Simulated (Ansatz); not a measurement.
[NH2···H···S], triplet: the ladder up to UCCSDT(Q)

Geometry: a point of a hydrogen-transfer path between rigid fragments, not a stationary point.

```xyz
5

N    -1.7969   -0.0116   -0.0181
H    -2.0941    0.9562   -0.0181
H    -2.0941   -0.4139    0.8622
H    -0.5909   -0.0116   -0.0181
S     0.9351   -0.0116   -0.0181
```

Basis cc-pVDZ; Ansatz 0.2.0. Only valence electrons are correlated (noble-gas cores frozen), which leaves 14 electrons in 41 orbitals. Prefix R: restricted or restricted open-shell reference; prefix U: unrestricted. Active spaces: pair = (4e, 4o) about the gap; valence = (14e, 11o) chosen from the atoms' valence shells.

Full CI isn't at hand for all of this; UCCSDT(Q) serves as the reference, and is uncertain by about the last step of the cluster series. The frozen core follows each run's orbitals, which can shift R against U totals by a few meV.

For open shells CISD is restricted-active-space CI with the open shells as a complete middle space.

```
UHF ⟨S²⟩                          : 2.046
T1 diagnostic (RCCSD)             : 0.0252
largest doubles amplitude (RCCSD) : 0.047
T1 diagnostic (UCCSD)             : 0.0172
```

```tsv
level	E − E(UCCSDT(Q)) (kcal/mol)	share of correlation (%)	wall time
RHF	215.07	0.00	–
UHF	206.41	4.03	–
RMP2	24.99	88.38	–
UMP2	28.29	86.85	–
CISD	24.19	88.75	3.9 s
RCCSD	5.95	97.23	–
UCCSD	5.71	97.35	–
RCCSD(T)	0.91	99.58	6.5 s
UCCSD(T)	0.95	99.56	6 s
BCCD(T)	0.92	99.57	7 s
RCCSDT	0.44	99.79	–
UCCSDT	0.41	99.81	–
RCCSDT(Q)	0.01	99.99	57 s
CASSCF (pair space)	197.60	8.12	–
NEVPT2 (pair space)	26.04	87.89	2.6 s
MRCISD (pair space)	21.05	90.21	–
MRCISD+Q (pair space)	2.72	98.73	2.8 s
CASSCF (valence space)	159.11	26.02	–
NEVPT2 (valence space)	32.86	84.72	7.5 s
```

The correlation energy at UCCSDT(Q), counted from RHF, is -9.326 eV. That run took 46 s on 1 thread of Arm Neoverse V2, shared host.

Times hold each run's SCF and search for its determinant on a shared host, so for small cases they say little of a method's own cost; they ran on 1 thread of Arm Neoverse V2.

Natural occupations of CASSCF (valence space) about the gap: 1.978 1.977 1.967 1.004 1.001 0.036 0.023 0.023; effectively unpaired electrons, Σ n²(2−n)², 2.02.
